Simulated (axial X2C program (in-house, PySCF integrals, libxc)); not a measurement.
## MgH⁻ at several levels of theory

Computed with an in-house all-electron X2C program for linear molecules (integrals from PySCF). Spin-free means the one-electron spin-free X2C Hamiltonian; two-component (2c) means X2C with spin–orbit coupling and atomic mean-field two-electron Coulomb and Gaunt terms, so the difference of the two also holds small scalar two-electron terms. Basis: Mg dyall-av3z [10s9p6d4f], H dyall-av3z [7s3p2d] (cores contracted in-house); Gaussian nuclei, density fitting, unrestricted open shells. Masses: Mg 23.985 u, H 1.008 u.

Input:
```json
{"zs": [12, 1], "q": -1, "bas": ["dyall-av3z", "dyall-av3z"], "levels": ["PBE0", "HF", "PBEsol"], "cc": true, "r0": 1.71, "thr": -2.0, "nmax": 90, "npts": 10, "nst": 2, "ntry": 6}
```
```bash
python so2c.py task.json out
```

Keys: zs atomic numbers; q charge; bas basis sets; levels methods; cc coupled cluster on or off; r0 starting distance in Å; thr threshold in hartree for freezing inner shells (an s shell follows its p shell); nmax most natural virtual spinors; npts points on the curve; nst determinants followed; ntry starts of the search. HF also brings MP2.

State, spin-free: M_S = 0, Λ = 0 (closed shell); electrons by block: σα: 5, σβ: 5, π+α: 1, π+β: 1, π-α: 1, π-β: 1. Fragments: Mg + H-.

State, 2c: Ω = 0 (closed shell); electrons by block: 1/2: 6, -1/2: 6, 3/2: 1, -3/2: 1. Fragments: Mg + H-.

| Hamiltonian | level | Re (Å) | ωe (cm⁻¹) | ωexe (cm⁻¹) | Be (cm⁻¹) | De (eV) | D0 (eV) | μ (D) |
| --- | --- | --- | --- | --- | --- | --- | --- | --- |
| 2c | PBE0 | 1.871 | 1101.0 | 32.7 | 4.981 | 1.54 | 1.47 | 2.12 |
| 2c | HF | 1.856 | 1163.8 | 33.3 | 5.059 | 1.48 | 1.41 | 2.60 |
| 2c | MP2 | 1.860 | 1147.4 | 32.4 | 5.035 | 1.55 | 1.48 | n/a |
| 2c | CCSD | 1.869 | 1118.2 | 32.9 | 4.992 | 1.46 | 1.39 | n/a |
| 2c | CCSD(T) | 1.870 | 1114.6 | 32.8 | 4.984 | 1.50 | 1.43 | n/a |
| 2c | PBEsol | 1.884 | 1061.2 | 32.6 | 4.908 | 1.52 | 1.46 | 2.40 |

Spin-free values that have a 2c row agree with it to the digits that matter (0.001 Å, 0.01 eV) and are not repeated.

Correlated methods: 4 electrons correlated (number of frozen shells: Mg 2 s, 1 p; H none), 224 virtual spin orbitals or spinors in MP2, 88 natural virtuals in coupled cluster.

Dipoles are positive if H is the positive end and refer to the centre of mass.

Occupations by symmetry block were frozen at the best pattern of an incomplete PBE0 search. De is counted from the lowest determinant-based energies of the atoms at the same level, without counterpoise correction. CCSD and (T) use frozen natural virtuals with an MP2 correction for the truncation; (T) itself is uncorrected, so its De runs slightly low. The highest occupied level of some functionals is positive through self-interaction error; at Hartree–Fock it is bound. The T1 diagnostic is large, a sign of multireference character. Hartree–Fock gets electron affinities wrong, so its lowest charge split need not be the true one.

Rough cost a point (2c) on 1 thread(s) of a shared host, integrals apart: PBE0 0.26 s, HF 0.09 s, CCSD(T) 0.9 s, PBEsol 0.24 s.

The whole task took 40 s on 1 thread of Intel(R) Xeon(R) 6975P-C (Granite Rapids), with other jobs on the host.
